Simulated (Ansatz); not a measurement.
This geometry of C₂H₄Na (7 atoms, charge 1, multiplicity 1) is a first-order saddle point.

Method: Ansatz 0.2.0, RKS BHLYP-D4/6-31G*.

```xyz
7
Properties=species:S:1:pos:R:3
C -0.626 0.243 -0.506
C 0.569 -0.033 0.127
Na 1.572 -2.037 1.018
H -1.413 -0.499 -0.561
H -0.846 1.185 -0.999
H -0.458 0.288 0.809
H 1.202 0.853 0.111
```

(1) Which two structures does it join? (They come from a converged band through this point; their orientation in space is the band's.)

(2) How far does it lie above each of them?

## Answers

(1) Bonds broken: C1–H6. Bonds formed: C1–Na3, C2–H6.

Initial state:

```xyz
7
Properties=species:S:1:pos:R:3
C -0.644 0.258 -0.296
C 0.702 -0.076 0.103
Na 1.672 -2.174 0.900
H -1.298 -0.572 -0.539
H -0.780 1.109 -0.961
H -0.964 0.625 0.710
H 1.311 0.830 0.084
```

Final state:

```xyz
7
Properties=species:S:1:pos:R:3
C -0.500 0.027 -0.565
C 0.135 0.569 0.474
Na 1.188 -1.942 0.298
H -1.448 -0.478 -0.448
H -0.138 0.149 -1.576
H -0.273 0.524 1.473
H 1.036 1.151 0.345
```

(2) 0.134 eV above the first and 2.481 eV above the second. This is the barrier of this one path; another mechanism may lie lower. The orbitals stay closed-shell, which can raise the energy where a bond breaks towards radicals; this wasn't checked here. Limits of this set-up: the dipole of an ion depends on the origin.

Time of the run: 6.1 min on 1 thread of Arm Neoverse N1, with other jobs on the host, peak memory 0.11 GiB.
